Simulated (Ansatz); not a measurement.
Relaxation of AlClH2 (4 atoms, charge 0, multiplicity 1), to a largest force component of 0.03 eV/Å in at most 50 steps.

These are results of RKS PBE0-D4/def2-SVP (Ansatz 0.2.0), not measurements.

```xyz
4
Properties=species:S:1:pos:R:3
Al 0.299 0.000 0.025
Cl 1.084 0.000 2.053
H 1.764 0.000 -0.479
H -1.200 0.000 -0.475
```

Where does it end, and by what steps?

It converged. After 4 steps the energy has fallen by 0.501 eV; H3 moved furthest, 0.36 Å.

```tsv
step	energy less start (eV)	largest force component (eV/Å)	accepted
0	0.0000	1.405	yes
1	-0.3793	0.682	yes
2	-0.4883	0.710	yes
3	-0.5010	0.080	yes
4	-0.5014	0.009	yes
```

```xyz
4
Properties=species:S:1:pos:R:3
Al 0.460 0.000 0.121
Cl 0.819 0.000 2.196
H 1.715 0.000 -0.837
H -1.046 0.000 -0.356
```

Whether the end is a true minimum wasn't checked by a vibrational analysis.

Run time: 4.7 s on 1 thread of Arm Neoverse V2, on a shared host, peak memory 0.1 GiB.
